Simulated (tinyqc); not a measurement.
Worked calculation: RHF in the sto-6g basis, for H2O, spin multiplicity 1. One step of it, computed by the program tinyqc.

Task: Orthogonalisation. S = U s U^T; canonical form X = U s^(-1/2), so that X^T S X = 1. Each column of U has its largest component positive (the first on a tie).

overlap S:
```
,1O 1s,1O 2s,1O 2px,1O 2py,1O 2pz,2H 1s,3H 1s
1O 1s,1.000000,0.231145,0.000000,0.000000,0.000000,0.039581,0.039581
1O 2s,0.231145,1.000000,0.000000,0.000000,0.000000,0.386313,0.386313
1O 2px,0.000000,0.000000,1.000000,0.000000,0.000000,0.000000,0.000000
1O 2py,0.000000,0.000000,0.000000,1.000000,0.000000,0.260599,-0.260599
1O 2pz,0.000000,0.000000,0.000000,0.000000,1.000000,0.216399,0.216399
2H 1s,0.039581,0.386313,0.000000,0.260599,0.216399,1.000000,0.191862
3H 1s,0.039581,0.386313,0.000000,-0.260599,0.216399,0.191862,1.000000
```

Give: eigenvalues of S; X.

Result:

eigenvalues of S: 0.4362  0.5232  0.8852  1.0000  1.1004  1.2849  1.7701

X:
```
,1,2,3,4,5,6,7
1O 1s,-0.3320,0.0000,0.7358,0.0000,-0.6184,0.0000,0.1711
1O 2s,1.0344,0.0000,-0.3056,0.0000,-0.3178,0.0000,0.4379
1O 2px,0.0000,0.0000,0.0000,1.0000,0.0000,0.0000,0.0000
1O 2py,0.0000,0.8455,0.0000,0.0000,0.0000,0.6980,0.0000
1O 2pz,0.5032,0.0000,0.6586,0.0000,0.6197,0.0000,0.2166
2H 1s,-0.6555,-0.7734,-0.1747,0.0000,0.1437,0.3815,0.3853
3H 1s,-0.6555,0.7734,-0.1747,0.0000,0.1437,-0.3815,0.3853
```
